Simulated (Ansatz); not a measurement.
Geometry optimisation, RHF/def2-SVP in Ansatz 0.2.0.

Input file:

```yaml
crystal:
  periodic: [false, false, false]
  atoms:
    - { symbol: B, position_ang: [-0.220372, -0.607963, -0.275502] }
    - { symbol: C, position_ang: [0.14812, 0.212528, 2.387278] }
    - { symbol: H, position_ang: [-0.662507, 0.699754, 1.844892] }
    - { symbol: H, position_ang: [1.079926, 0.279963, 1.823631] }
    - { symbol: H, position_ang: [0.275758, 0.718185, 3.346611] }
    - { symbol: H, position_ang: [0.828351, -0.177832, -0.667856] }
    - { symbol: H, position_ang: [-1.202548, 0.059453, -0.45337] }
    - { symbol: Si, position_ang: [-0.376511, -2.445524, 0.44413] }
    - { symbol: H, position_ang: [-0.571892, -3.359871, -0.715155] }
    - { symbol: H, position_ang: [0.844043, -2.900332, 1.158989] }
    - { symbol: H, position_ang: [-1.535742, -2.629376, 1.35443] }
    - { symbol: H, position_ang: [-0.104125, -0.843785, 2.563421] }
basis:
  gaussian: { orbitals: def2-SVP }
hamiltonian:
  xc: hf
relax:
  f_tol: 0.03
  max_steps: 50
```

Command:

```bash
$ ansatz run input.yaml --threads 1 --pin off --max-ram 2048MiB --backend cpu --events-out ev --progress --plain --runs-dir out
```

Q: Where does it end, and by what steps?

A: It converged. After 8 steps the energy has fallen by 0.209 eV; H12 moved furthest, 0.71 Å.

| step | energy less start (eV) | largest force component (eV/Å) | accepted |
| --- | --- | --- | --- |
| 0 | 0.0000 | 1.041 | yes |
| 1 | -0.1302 | 0.422 | yes |
| 2 | -0.1853 | 0.187 | yes |
| 3 | -0.1999 | 0.073 | yes |
| 4 | -0.1948 | 0.434 | no |
| 5 | -0.2013 | 0.038 | yes |
| 6 | -0.2054 | 0.045 | yes |
| 7 | -0.2058 | 0.169 | yes |
| 8 | -0.2089 | 0.011 | yes |

```xyz
12
Properties=species:S:1:pos:R:3
B -0.264 -0.808 -0.631
C 0.198 0.508 2.821
H -0.632 0.932 2.256
H 1.082 0.443 2.187
H 0.416 1.151 3.673
H 0.786 -0.392 -1.037
H -1.220 -0.092 -0.740
Si -0.417 -2.689 0.146
H -0.653 -3.630 -0.984
H 0.825 -3.110 0.843
H -1.549 -2.823 1.098
H -0.071 -0.485 3.179
```

Time of the run: 16 s on 1 thread of Arm Neoverse V1 (shared host), peak memory 0.17 GiB.
